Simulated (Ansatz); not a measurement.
## H3Si–NH2, singlet: twist scan

Starting geometry (PBE0/def2-TZVP stationary point for this spin, not checked as a minimum):

```xyz
7

Si   -0.0113    0.0000    0.5726
N     0.0538    0.0000   -1.1465
H     0.6843   -1.2207    1.0558
H     0.6843    1.2207    1.0558
H    -1.3785    0.0000    1.1752
H    -0.2111   -0.8283   -1.6548
H    -0.2111    0.8283   -1.6548
```

From there one end is turned about the bond, all else rigid; atoms are numbered as listed. Energies are in kcal/mol, counted from the starting geometry at the same level.

Basis cc-pVDZ; Ansatz 0.2.0. Correlated methods freeze the noble-gas cores. R marks a restricted (for open shells ROHF) determinant. Active spaces: frontier = (8e, 8o) about the gap.

Runs in a small pair space aren't shown, since their orbitals change along the scan. A value is left out where its run failed or describes another state than the reference as far as symmetry and spin tell, or, spin-broken singlets apart, can't be checked.

Full CI isn't at hand for all of this; RCCSDT(Q) serves as the reference, and is uncertain by about the last step of the cluster series.

```
twist about Si1-N2 (°)  RCCSDT(Q)  error RMP2  error RCCSD  error RCCSD(T)  error RCCSDT  error CASSCF (frontier space)  error NEVPT2 (frontier space)
                   0.0        0.0         0.0          0.0             0.0           0.0                            0.0                            0.0
                  13.3        0.2         0.0          0.0             0.0           0.0                            0.0                            0.0
                  27.4        0.7         0.0          0.0             0.0           0.0                            0.0                            0.0
                  44.8        1.5         0.0          0.0             0.0           0.0                            0.0                            0.0
                  58.1        2.1         0.0          0.0             0.0           0.0                              –                              –
                  73.1        2.5         0.0          0.0             0.0           0.0                            0.0                            0.0
                  90.0        2.6         0.0         -0.1             0.0           0.0                            0.0                           -0.1
```

Errors are those of relative energies. In total energy the starting point itself misses RCCSDT(Q) by: RMP2 26.9, RCCSD 5.0, RCCSD(T) 0.8, RCCSDT 0.3, CASSCF (frontier space) 137.1, NEVPT2 (frontier space) 31.8 kcal/mol.

Spread of the error over the points with a reference, to 90.0 ° (largest less smallest): RCCSDT 0.0, RCCSD(T) 0.0, RMP2 0.0, CASSCF (frontier space) 0.0 (6 of 7 points), RCCSD 0.1, NEVPT2 (frontier space) 0.1 (6 of 7 points) kcal/mol.
